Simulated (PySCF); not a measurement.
All values below come from PySCF with r2SCAN-D4/def2-TZVP // r2SCAN-D4/def2-SVP. Isolated molecules, 0 K electronic values unless said otherwise. 

Reference species (SMILES): `[NH2]` (neutral, multiplicity 2).

```json
{
 "dipole_moment": "1.96 D"
}
```

Changed species: `[OH]` (free radical OH; the reference has free radical NH2).

Give the shifts of the dipole moment.

the dipole moment falls by 0.20 D, to 1.76 D.
